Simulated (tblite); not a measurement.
Isopropyl methyl sulfide, C₄H₁₀S.
Cartesian coordinates in Å at the GFN2-xTB level; atoms count from 1:
```xyz
15
C4H10S angstrom
C      2.0654   -0.1002   -0.2559
S      1.0679    1.2618    0.4125
C     -0.6481    0.6058    0.3170
C     -0.8305   -0.6150    1.2035
C     -1.0708    0.3523   -1.1206
H      1.7826   -0.3010   -1.2845
H      1.9524   -0.9858    0.3617
H      3.0942    0.2426   -0.2192
H     -1.2232    1.4419    0.7243
H     -1.8862   -0.8733    1.2624
H     -0.4665   -0.4131    2.2081
H     -0.2943   -1.4723    0.8015
H     -2.1363    0.1326   -1.1577
H     -0.5353   -0.4968   -1.5406
H     -0.8757    1.2285   -1.7345
```

Calculated harmonic vibrations of the isolated species, GFN2-xTB (tblite), most abundant isotopes, no scaling. The method is semi-empirical: single wavenumbers can be off by several per cent or more. One conformer, not necessarily the lowest.

Harmonic wavenumbers (cm⁻¹): 40.9, 140.8, 214.0, 216.7, 229.9, 297.5, 328.7, 446.2, 625.8, 731.6, 925.0, 934.9, 942.2, 945.2, 975.9, 1073.5, 1142.6, 1166.7, 1250.3, 1298.4, 1310.6, 1401.1, 1413.4, 1450.4, 1455.2, 1487.4, 1496.6, 1498.0, 1502.4, 2951.9, 3018.1, 3022.1, 3028.2, 3028.8, 3034.5, 3035.1, 3041.6, 3042.2, 3060.2.

A = 5127, B = 2776, C = 2585 MHz; mass 90.050 u (most abundant isotopes); point group Cs, symmetry number 1.

Task: What is the zero-point energy?

Result: ½Σν̃ = 28602 cm⁻¹ = 342.16 kJ/mol.

Task: What is S at 298.15 K and 1 bar for an ideal gas of classical rigid rotors and harmonic oscillators?

Result: Translation 164.98, rotation 111.18, vibration 79.58: S = 355.7 J/(mol K).

Task: And Cp and H(298.15 K) − H(0)?

Result: Cp = 116.44 J/(mol K), of which vibrations give 83.18 (their classical limit is 39 R = 324.3); H(298.15 K) − H(0) = 22.53 kJ/mol without the zero-point energy, 12.61 from vibrations.

Task: Blend soft modes into free rotors: weight 1/[1 + (100 cm⁻¹/ν̃)⁴] for the oscillator and the rest for a rotor with moment μB/(μ + B), μ = h/(8π²ν), B = 10⁻⁴⁴ kg m². What vibrational entropy results?

Result: 73.45 J/(mol K) in place of 79.58, which changes −T·S at 298.15 K by +1.83 kJ/mol.

Task: What must be added to the electronic energy to get the Gibbs energy at 298.15 K and 1 bar?

Result: ZPE + [H(298.15 K) − H(0)] − T·S = 342.16 + 22.53 − 106.06 = 258.63 kJ/mol.

Hindered rotation and anharmonicity are outside this model. Other conformers, if any are populated, would add a mixing term that is left out.
